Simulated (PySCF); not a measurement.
| wavenumber (cm⁻¹) | absorption (km/mol per cm⁻¹) |
| --- | --- |
| 0 | 0.011 |
| 27 | 0.013 |
| 54 | 0.016 |
| 81 | 0.021 |
| 109 | 0.028 |
| 136 | 0.040 |
| 163 | 0.061 |
| 190 | 0.104 |
| 217 | 0.211 |
| 244 | 0.593 |
| 271 | 1.901 |
| 298 | 0.797 |
| 326 | 0.258 |
| 353 | 0.120 |
| 380 | 0.068 |
| 407 | 0.044 |
| 434 | 0.031 |
| 461 | 0.023 |
| 488 | 0.017 |
| 516 | 0.014 |
| 543 | 0.011 |
| 570 | 0.010 |
| 597 | 0.008 |
| 624 | 0.007 |
| 651 | 0.006 |
| 678 | 0.006 |
| 705 | 0.005 |
| 733 | 0.005 |
| 760 | 0.004 |
| 787 | 0.004 |
| 814 | 0.004 |
| 841 | 0.004 |
| 868 | 0.004 |
| 895 | 0.004 |
| 923 | 0.004 |
| 950 | 0.004 |
| 977 | 0.004 |
| 1004 | 0.005 |
| 1031 | 0.005 |
| 1058 | 0.005 |
| 1085 | 0.006 |
| 1112 | 0.007 |
| 1140 | 0.008 |
| 1167 | 0.010 |
| 1194 | 0.013 |
| 1221 | 0.017 |
| 1248 | 0.023 |
| 1275 | 0.034 |
| 1302 | 0.055 |
| 1330 | 0.106 |
| 1357 | 0.269 |
| 1384 | 0.955 |
| 1411 | 0.678 |
| 1438 | 0.200 |
| 1465 | 0.086 |
| 1492 | 0.047 |
| 1519 | 0.030 |
| 1547 | 0.020 |
| 1574 | 0.015 |
| 1601 | 0.011 |

This is the computed harmonic infrared spectrum of singlet SiO₂, Lorentzian lines of 40 cm⁻¹ full width. These are results of PBE in PySCF with Si def2-TZVP, O def2-TZVP; no relativity; density-fitted integrals, not measurements.

Q: Which bands make it up, and how are they assigned?

A: In D∞h symmetry, counting bands above 1 % of the strongest: 274 cm⁻¹ (πu, bend, 122 km/mol); 1394 cm⁻¹ (σu+, stretch, 74 km/mol).
